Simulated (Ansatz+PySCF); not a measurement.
Two shapes of doublet CHN(+).

Shape 1:

```xyz
3

C     0.0000    0.0000   -0.0547
N     0.0000    0.0000    1.1528
H     0.0000    0.0000   -1.0981
```

Shape 2:

```xyz
3

C     0.0000    0.0000   -0.0213
N     0.0000    0.0000    1.1861
H     0.0000    0.0000   -1.1648
```

Basis set: cc-pVTZ (spherical functions). Correlated methods keep 2 orbitals frozen. Correlation on ROHF uses semicanonical orbitals with singles. Charge 1, multiplicity 2.

Computed with Ansatz (development build ahead of 0.2.0) and PySCF 2.14.0; each method stands on the lowest determinant of its kind that the runs found.

(1) Which shape is lower in energy, and by how much in each method?

Answers

(1)

| method | E(2) − E(1) (eV) |
| --- | --- |
| ROHF | 0.032 |
| UHF | 0.032 |
| ROHF-CCSD(T) | -0.001 |

Shape 1 is lower, bar methods that put the two within 0.005 eV.
